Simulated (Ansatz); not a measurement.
Calculation: frozen-core CCSD(T)/def2-TZVPP // CAM-B3LYP-D3(BJ)/def2-TZVP run with Ansatz (a quantum-chemistry and plane-wave program).

Ansatz 0.2 input:
```yaml
crystal:
  periodic: [false, false, false]
  atoms:
    - { symbol: N, position_ang: [-0.001753, 0.422391, -0.000001] }
    - { symbol: H, position_ang: [0.807853, -0.207847, -0.000003] }
    - { symbol: H, position_ang: [-0.806101, -0.214543, 0.000003] }
basis:
  gaussian: { orbitals: def2-TZVPP }
correlation:
  method: ccsd_t
magnetization:
  spin_polarized: true
  initial_magnetization: 1
```

Output:

```
Functional definition: HF
352 factors; integrals over basis functions are off by at most 4.3e-4 eV
mean field evaluation 1: about -1511.9217 eV, gradient 1.3e1 eV
mean field evaluation 2: about -1511.9208 eV, gradient 1.3e1 eV
mean field evaluation 4: about -1512.6344 eV, gradient 1.3e0 eV
mean field evaluation 8: about -1512.6465 eV, gradient 9.9e-4 eV
mean field evaluation 16: about -1512.6465 eV, gradient 1.7e-6 eV
mean field evaluation 32: about -1510.4629 eV, gradient 3.6e-1 eV
mean field -1512.64649504 eV, -55.5887333843 hartree, gradient 1.7e-6 eV, S^2 0.759188; 1 other end points of the search recorded, 0 dependent functions left out
determinant -1512.64649504 eV, -55.5887333843 hartree, with singles and doubles -1518.18954978 eV, -55.7924368884 hartree
determinant -1510.46469356 eV, -55.5085536586 hartree, with singles and doubles -1516.04975269 eV, -55.7138007958 hartree
1 core orbitals not correlated
reference -1512.64649504 eV, -55.5887333843 hartree; 4, 3 occupied and 54, 55 virtual orbitals, 352 factors
second order -5.00665795 eV of doubles, -0.00000000 eV of singles
cycle   1  -5.47427980 eV  change   -4.4e-1 eV  update   1.2e-2
cycle   2  -5.48394739 eV  change   -9.7e-3 eV  update   2.9e-3
cycle   3  -5.48436775 eV  change   -4.2e-4 eV  update   1.2e-3
cycle   4  -5.48456573 eV  change   -2.0e-4 eV  update   4.4e-4
cycle   5  -5.48470791 eV  change   -1.4e-4 eV  update   1.6e-4
cycle   6  -5.48473545 eV  change   -2.8e-5 eV  update   5.3e-5
cycle   7  -5.48475681 eV  change   -2.1e-5 eV  update   1.6e-5
cycle   8  -5.48475456 eV  change    2.2e-6 eV  update   5.9e-6
perturbative correction -0.15292397 eV, -0.0056198522 hartree
Total energy: -1518.28417358 eV, -55.7959142489 hartree
```

Cost: roughly 2.0 core-seconds.
